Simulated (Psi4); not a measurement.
# Si2H4O (SMILES [SiH]O[SiH3]) at MP3/6-311+G(d,p)

What is the energy change on altering one bond length of Si2H4O at MP3/6-311+G**? 

The results are computed with Psi4 1.11.

2 further runs of the same task are left out: 2 set aside as unsound or not needed.

**1. The molecule**

Si2H4O has 7 atoms, charge 0, and is taken as a singlet. As SMILES, `[SiH]O[SiH3]`. The coordinates come from a PBE0-D4/def2-TZVP relaxation. This is one conformer, not always the lowest.

Bond lengths: Si1–O2 1.645 Å, O2–Si3 1.652 Å, Si1–H4 1.549 Å, Si3–H5 1.486 Å, Si3–H6 1.483 Å, Si3–H7 1.483 Å. Angles: Si1–O2–Si3 142.3°, O2–Si1–H4 97.6°, O2–Si3–H5 109.8°, O2–Si3–H6 108.5°, O2–Si3–H7 108.5°, H5–Si3–H6 110.1°, H5–Si3–H7 110.1°, H6–Si3–H7 109.7°.

**2. A single-point energy at MP3/6-311+G(d,p)**

File run_ase.py:

```python
import numpy as np
from ase.calculators.psi4 import Psi4
from ase import Atoms

atoms = Atoms(['Si', 'O', 'Si', 'H', 'H', 'H', 'H'], positions=[
    [-1.691900, -1.472900, -0.230200],
    [-0.369000, -0.805400, 0.485100],
    [0.731600, 0.414800, 0.316400],
    [-1.779300, -0.509900, -1.440500],
    [0.446600, 1.182300, -0.923400],
    [0.635100, 1.303800, 1.499700],
    [2.088200, -0.180800, 0.247100],
])
calc = Psi4(atoms=atoms, method='mp3', basis='6-311+G**', memory='1600MB', num_threads=1, charge=0, multiplicity=1, label='psi4-calc', reference='rhf')
calc.psi4.set_options({'puream': True, 'e_convergence': 1e-09, 'd_convergence': 1e-08, 'scf_type': 'pk', 'num_frozen_docc': 11, 'mp_type': 'conv'})
atoms.calc = calc

print(f'energy: {atoms.get_potential_energy():.6f} eV')
```

Command:

```sh
$ python run_ase.py
```

psi4-calc.dat:

```text
[...]
  Running in c1 symmetry.
[...]
  Nuclear repulsion =  140.853091692356998
[...]
  Multiplicity = 1
[...]
  Nalpha       = 20
  Nbeta        = 20
[...]
    Number of basis functions: 106
[...]
   @RHF iter   1:  -655.01430275018072   -8.29090e-01   4.77427e-03 ADIIS/DIIS
[...]
   @RHF iter  11:  -655.11740252024924   -2.50111e-12   2.93884e-09 DIIS
[...]
    Orbital Energies [Eh]
    ---------------------
    Doubly Occupied:
       1A    -68.817910     2A    -68.810290     3A    -20.567538
       4A     -6.159042     5A     -6.153267     6A     -4.262396
       7A     -4.262160     8A     -4.261364     9A     -4.260244
      10A     -4.260099    11A     -4.260078    12A     -1.346509
      13A     -0.785938    14A     -0.666141    15A     -0.594584
      16A     -0.574525    17A     -0.529921    18A     -0.472037
      19A     -0.469405    20A     -0.332630
[...]
  @RHF Final Energy:  -655.11740252024924
   => Energetics <=
    Nuclear Repulsion Energy =            140.8530916923569976
    One-Electron Energy =               -1188.2488351916567808
    Two-Electron Energy =                 392.2783409790505971
    Total Energy =                       -655.1174025202492430
[...]
 Multipole Moments:
 ------------------------------------------------------------------------------------
     Multipole            Electronic (a.u.)      Nuclear  (a.u.)        Total (a.u.)
 ------------------------------------------------------------------------------------
 L = 1.  Multiply by 2.5417464519 to convert [e a0] to [Debye]
 Dipole X            :         -2.6819134            2.8489841            0.1670707
 Dipole Y            :         -3.3448581            3.6895726            0.3447145
 Dipole Z            :          0.8417273           -1.0516528           -0.2099255
 Magnitude           :                                                    0.4368173
[...]
	SCS-MP2 Total Energy (a.u.)        :  -655.50906881186006
	SOS-MP2 Total Energy (a.u.)        :  -655.51253292529066
[...]
	SOS-PI-MP2 Total Energy (a.u.)     :  -655.54292757183237
[...]
	MP2 Total Energy (a.u.)            :  -655.50214058499887
[...]
	SCS-MP3 Total Energy (a.u.)        :  -655.51533573687175
[...]
	MP3 Total Energy (a.u.)            :  -655.52720828504562
[...]
```

On the terminal:

```text
energy: -17837.803914 eV
```

It took 11 s on 1 thread of Intel Xeon 6975P-C (Granite Rapids), shared host; peak memory 1 GiB.

**3. The distorted shape**

File job.inp:

```
memory 1.6 GB

molecule geom {
  Si    -1.895400    -1.383556    -0.219804
  O     -0.572500    -0.716056     0.495496
  Si     0.528100     0.504144     0.326796
  H     -1.982800    -0.420556    -1.430104
  H      0.243100     1.271644    -0.913004
  H      0.431600     1.393144     1.510096
  H      2.088200    -0.180800     0.247100
  symmetry c1
  no_reorient
  no_com
}

set basis 6-311+G**
set puream true
set e_convergence 1e-09
set d_convergence 1e-08
set scf_type pk
set num_frozen_docc 11
set mp_type conv

result, w = energy('mp3', return_wfn=True)
print_variables()
```

Command:

```sh
$ psi4 -n 1 job.inp job.out
```

job.out:

```text
[...]
  Running in c1 symmetry.
[...]
  Nuclear repulsion =  139.984418281409944
[...]
  Multiplicity = 1
[...]
  Nalpha       = 20
  Nbeta        = 20
[...]
    Number of basis functions: 106
[...]
   @RHF iter   1:  -654.99999419357982   -8.89171e-01   4.77083e-03 ADIIS/DIIS
[...]
   @RHF iter  11:  -655.10291902752363   -7.50333e-12   5.60201e-09 DIIS
[...]
    Orbital Energies [Eh]
    ---------------------
    Doubly Occupied:
       1A    -68.828375     2A    -68.820313     3A    -20.571607
       4A     -6.167802     5A     -6.161447     6A     -4.276176
       7A     -4.274919     8A     -4.274364     9A     -4.264792
      10A     -4.264520    11A     -4.262612    12A     -1.350303
      13A     -0.785213    14A     -0.664506    15A     -0.593090
      16A     -0.572286    17A     -0.532251    18A     -0.475820
      19A     -0.445271    20A     -0.334685
[...]
  @RHF Final Energy:  -655.10291902752363
   => Energetics <=
    Nuclear Repulsion Energy =            139.9844182814099440
    One-Electron Energy =               -1186.3339743634128354
    Two-Electron Energy =                 391.2466370544792653
    Total Energy =                       -655.1029190275236260
[...]
 Multipole Moments:
 ------------------------------------------------------------------------------------
     Multipole            Electronic (a.u.)      Nuclear  (a.u.)        Total (a.u.)
 ------------------------------------------------------------------------------------
 L = 1.  Multiply by 2.5417464519 to convert [e a0] to [Debye]
 Dipole X            :         43.3594648          -43.3542857            0.0051791
 Dipole Y            :         30.5894853          -30.1917461            0.3977392
 Dipole Z            :         -9.4218237            9.2141988           -0.2076249
 Magnitude           :                                                    0.4486996
[...]
	SCS-MP2 Total Energy (a.u.)        :  -655.49494766038958
	SOS-MP2 Total Energy (a.u.)        :  -655.49844565581918
[...]
	SOS-PI-MP2 Total Energy (a.u.)     :  -655.52887078107267
[...]
	MP2 Total Energy (a.u.)            :  -655.48795166953050
[...]
	SCS-MP3 Total Energy (a.u.)        :  -655.50124808051874
[...]
	MP3 Total Energy (a.u.)            :  -655.51315335004688
[...]
```

Run time: 11 s. Hardware: 1 thread of Intel Xeon 6975P-C (Granite Rapids), shared host; peak memory 1 GiB.

**4. Results**

At MP3/6-311+G**, 11 core orbitals frozen:

| quantity | value |
| --- | --- |
| first shape: total energy | -655.52721 Eh |
| first shape: HOMO energy (Hartree–Fock orbitals) | -9.05 eV |
| first shape: LUMO energy (Hartree–Fock orbitals) | 0.58 eV |
| first shape: HOMO–LUMO gap (Hartree–Fock orbitals) | 9.63 eV |
| first shape: correlation energy (11 core orbitals frozen) | -409.8 mEh |
| distorted shape: total energy | -655.51315 Eh |
| distorted shape: HOMO energy (Hartree–Fock orbitals) | -9.11 eV |
| distorted shape: LUMO energy (Hartree–Fock orbitals) | 0.54 eV |
| distorted shape: HOMO–LUMO gap (Hartree–Fock orbitals) | 9.64 eV |
| distorted shape: correlation energy (11 core orbitals frozen) | -410.2 mEh |
| energy change with the Si3–H7 bond stretched from 1.483 to 1.706 Å | 0.382 eV |

What this shows: With the Si3–H7 bond stretched from 1.483 to 1.706 Å the energy rises by 0.38 eV (8.8 kcal/mol). The first shape isn't relaxed at this level, so the change isn't measured from a minimum.
